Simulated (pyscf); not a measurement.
H₃C–InH–SH (SMILES [CH3][InH][SH]) + H₂ (SMILES [H][H]) → H₃C–InH₂ (SMILES [CH3][InH2]) + H₂S (SMILES S), a four-centre exchange (singlet surface; In–S, H–H broken, H–In, H–S formed). Single points on ωB97X-D3(BJ)/def2-SVP structures (PySCF, gas phase). Energies in eV from the separated reactants.

Small-basis levels: PySCF, no dispersion term, spherical d functions. GFN2-xTB: tblite. Cost: rough CPU time at the saddle relative to B3LYP/6-31G*+LANL2DZ, from one job on a shared machine.

| level | barrier | reaction energy | cost |
|---|---|---|---|
| HF/6-31G*+LANL2DZ | 2.00 | +0.78 | 0.2 |
| SVWN5/6-31G*+LANL2DZ | 0.74 | +1.00 | 1 |
| BP86/6-31G*+LANL2DZ | 1.17 | +1.00 | 2 |
| B3LYP/LANL2DZ | 1.42 | +1.08 | 0.9 |
| M06-2X/6-31G*+LANL2DZ | 1.40 | +1.07 | 2 |
| PBE/def2-SVP | 0.88 | +0.87 | 3 |
| GFN2-xTB | 0.75 | +0.61 | under 0.02 |
| ωB97M-D3(BJ)/def2-TZVP | 1.24 | +0.83 | – |

Against the last row the barrier runs from -0.50 (SVWN5/6-31G*+LANL2DZ) to +0.75 eV (HF/6-31G*+LANL2DZ). At SVWN5/6-31G*+LANL2DZ this geometry lies under one side, so the entry may be no barrier of that level: it is a single point on another level's saddle. ωB97M-D3(BJ)/def2-TZVP has limits of its own. On the product side the descent ends in an adduct with a In–S contact, 0.54 eV under the separated species and 0.76 eV under the saddle at ωB97X-D3(BJ)/def2-TZVP. What is counted as broken (In–S) persists as a longer contact in the product adduct; parting that adduct is a step of its own. This is the saddle that the search found; another between the same sides may lie lower. In the def2 sets elements past Kr carry core potentials, without spin-orbit coupling.
